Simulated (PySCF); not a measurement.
Deuteron quadrupole couplings in 2-methyl-1-butene

Compound: 2-methyl-1-butene, C₅H₁₀.
Structure used (PBE0-D3(BJ)/def2-TZVP), in Å, numbered top down from 1:
```xyz
15
C5H10 angstrom
C     -1.545    0.749    0.508
C     -0.791    0.016   -0.306
C     -1.254   -1.306   -0.834
C      0.568    0.479   -0.746
C      1.708   -0.396   -0.234
H     -2.525    0.414    0.829
H     -1.205    1.710    0.879
H     -0.577   -2.113   -0.539
H     -2.252   -1.553   -0.473
H     -1.274   -1.298   -1.929
H      0.600    0.497   -1.843
H      0.720    1.508   -0.411
H      2.673   -0.011   -0.572
H      1.622   -1.424   -0.592
H      1.716   -0.421    0.858
```

Level: PBE0/pcSseg-2 (PySCF, non-relativistic); Q(2H) = 0.00286 b; rigid geometry, the same for H and D, with no vibrational averaging.

Question: Rank these positions by the coupling χzz of a deuteron there, largest first.
A. H11 (methylene hydrogen)
B. H7 (vinylic hydrogen)
C. H10 (methyl hydrogen)

Answer: B (201 kHz), C (189 kHz), A (185 kHz).

Question: Give the electric field gradient Vzz (the principal value of largest size), its asymmetry and the 2H coupling at each hydrogen.

Answer: 
| atom | bonded to | bond length (Å) | Vzz (au) | η | χzz (kHz) |
| --- | --- | --- | --- | --- | --- |
| H6 | C1 | 1.085 | 0.2993 | 0.07 | 201 |
| H7 | C1 | 1.085 | 0.2990 | 0.07 | 201 |
| H8 | C3 | 1.094 | 0.2840 | 0.02 | 191 |
| H9 | C3 | 1.090 | 0.2874 | 0.03 | 193 |
| H10 | C3 | 1.095 | 0.2818 | 0.03 | 189 |
| H11 | C4 | 1.098 | 0.2757 | 0.02 | 185 |
| H12 | C4 | 1.093 | 0.2803 | 0.03 | 188 |
| H13 | C5 | 1.092 | 0.2864 | 0.02 | 192 |
| H14 | C5 | 1.092 | 0.2864 | 0.02 | 192 |
| H15 | C5 | 1.092 | 0.2846 | 0.02 | 191 |

Question: How does χzz go with the bond length over the 10 C–H bonds?

Answer: A straight-line fit has a slope of -11.8 kHz for each 0.01 Å, with a correlation coefficient of -0.98, over lengths from 1.085 to 1.098 Å. The longer bonds have the smaller couplings here.

Isolated species at its PBE0-D3(BJ)/def2-TZVP geometry (one conformer only).

These values come from a run that also computed NMR shieldings. On Intel Xeon at 2.50 GHz, 2 threads, no GPU, shared host with 64 logical CPUs at a one-minute load of 62, this took 83 s wall, 2.8 min CPU and 2.0 GiB of memory at its peak.
